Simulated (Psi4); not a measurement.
# BF (SMILES [B]F): DSD-PBEP86/def2-TZVPPD (density fitting for correlation)

What is the energy change on altering one bond length of BF at DSD-PBEP86/def2-TZVPPD (density fitting for correlation)? 

Program for the calculation: Psi4 1.11.

### Step 1. Starting point

The species is BF (2 atoms), meant as a singlet with charge 0. SMILES: `[B]F`. The coordinates come from a PBE0-D4/def2-TZVP relaxation.

Bond lengths: B1–F2 1.263 Å.

### Step 2. The energy at DSD-PBEP86/def2-TZVPPD (density fitting for correlation)

bf.dat

```
memory 2.2 GB

molecule {
  B
  F 1 1.26309
  units angstrom
  symmetry c1
}

set basis def2-TZVPPD
set puream true
set e_convergence 1e-09
set d_convergence 1e-08
set scf_type pk
set dft_radial_points 99
set dft_spherical_points 590
set num_frozen_docc 2

energy('dsd-pbep86')
```

Command:

```bash
$ psi4 -i bf.dat -o bf.out -n 1
```

bf.out:

```text
[...]
  Running in c1 symmetry.
[...]
  Nuclear repulsion =   18.852951476260600
[...]
  Multiplicity = 1
[...]
  Nalpha       = 7
  Nbeta        = 7
[...]
    Number of basis functions: 77
[...]
   @RKS iter   1:  -124.34808802466148   -6.31799e-01   3.39272e-03 ADIIS/DIIS
[...]
   @RKS iter   9:  -124.36701803696582   -3.15481e-12   2.17652e-09 DIIS
[...]
    Orbital Energies [Eh]
    ---------------------
    Doubly Occupied:
       1A    -25.817533     2A     -7.409177     3A     -1.566368
       4A     -0.779384     5A     -0.675475     6A     -0.675475
       7A     -0.367854
[...]
  @RKS Final Energy:  -124.36701803696582
   => Energetics <=
    Nuclear Repulsion Energy =             18.8529514762605999
    One-Electron Energy =                -208.9273006140273878
    Two-Electron Energy =                  69.8078432290955959
    DFT Exchange-Correlation Energy =      -4.1005121282946408
    Empirical Dispersion Energy =           0.0000000000000000
    VV10 Nonlocal Energy =                  0.0000000000000000
    Total Energy =                       -124.3670180369658169
[...]
 Multipole Moments:
 ------------------------------------------------------------------------------------
     Multipole            Electronic (a.u.)      Nuclear  (a.u.)        Total (a.u.)
 ------------------------------------------------------------------------------------
 L = 1.  Multiply by 2.5417464519 to convert [e a0] to [Debye]
 Dipole X            :         -0.0000000            0.0000000           -0.0000000
 Dipole Y            :         -0.0000000            0.0000000           -0.0000000
 Dipole Z            :          0.0313009            0.3254674            0.3567684
 Magnitude           :                                                    0.3567684
[...]
```

It took 4.2 s on 1 thread of Intel Xeon 6975P-C (Granite Rapids), shared host; peak memory 0.52 GiB.

### Step 3. The distorted shape at the same level

job.in

```
memory 2.2 GB

molecule molecule1 {
  0 1
  B
  F 1 1.4526
  symmetry c1
  no_reorient
  no_com
}

set basis def2-TZVPPD
set puream true
set e_convergence 1e-09
set d_convergence 1e-08
set scf_type pk
set dft_radial_points 99
set dft_spherical_points 590
set num_frozen_docc 2

result, w = energy("dsd-pbep86", return_wfn=True)
print_variables()
```

Command:

```bash
$ psi4 job.in job.out -n 1
```

job.out:

```text
[...]
  Running in c1 symmetry.
[...]
  Nuclear repulsion =   16.393346055452295
[...]
  Multiplicity = 1
[...]
  Nalpha       = 7
  Nbeta        = 7
[...]
    Number of basis functions: 77
[...]
   @RKS iter   1:  -124.30854664208067   -7.71456e-01   4.06658e-03 ADIIS/DIIS
[...]
   @RKS iter   9:  -124.34057215646322   -6.12488e-12   2.52165e-09 DIIS
[...]
    Orbital Energies [Eh]
    ---------------------
    Doubly Occupied:
       1A    -25.771915     2A     -7.451897     3A     -1.478477
       4A     -0.707279     5A     -0.609666     6A     -0.609666
       7A     -0.392057
[...]
  @RKS Final Energy:  -124.34057215646322
   => Energetics <=
    Nuclear Repulsion Energy =             16.3933460554522945
    One-Electron Energy =                -204.5098011536418028
    Two-Electron Energy =                  67.8557213386496869
    DFT Exchange-Correlation Energy =      -4.0798383969234031
    Empirical Dispersion Energy =           0.0000000000000000
    VV10 Nonlocal Energy =                  0.0000000000000000
    Total Energy =                       -124.3405721564632245
[...]
 Multipole Moments:
 ------------------------------------------------------------------------------------
     Multipole            Electronic (a.u.)      Nuclear  (a.u.)        Total (a.u.)
 ------------------------------------------------------------------------------------
 L = 1.  Multiply by 2.5417464519 to convert [e a0] to [Debye]
 Dipole X            :          0.0000000            0.0000000            0.0000000
 Dipole Y            :         -0.0000000            0.0000000           -0.0000000
 Dipole Z            :         -0.4674509            0.3742995           -0.0931514
 Magnitude           :                                                    0.0931514
[...]
```

Run time: 4.5 s. Hardware: 1 thread of Intel Xeon 6975P-C (Granite Rapids), shared host; peak memory 0.51 GiB.

### Step 4. Summary of results

Level: DSD-PBEP86/def2-TZVPPD (density fitting for correlation), 2 core orbitals frozen.

| quantity | value |
| --- | --- |
| first shape: total energy | -124.53561 Eh |
| first shape: HOMO energy (SCF part's orbitals) | -10.01 eV |
| first shape: LUMO energy (SCF part's orbitals) | 1.00 eV |
| first shape: HOMO–LUMO gap (SCF part's orbitals) | 11.01 eV |
| distorted shape: total energy | -124.51421 Eh |
| distorted shape: HOMO energy (SCF part's orbitals) | -10.67 eV |
| distorted shape: LUMO energy (SCF part's orbitals) | 0.29 eV |
| distorted shape: HOMO–LUMO gap (SCF part's orbitals) | 10.96 eV |
| energy change with the B1–F2 bond stretched from 1.263 to 1.453 Å | 0.582 eV |

In words: With the B1–F2 bond stretched from 1.263 to 1.453 Å the energy rises by 0.58 eV (56.2 kJ/mol). The first shape isn't relaxed at this level, so the change isn't measured from a minimum.
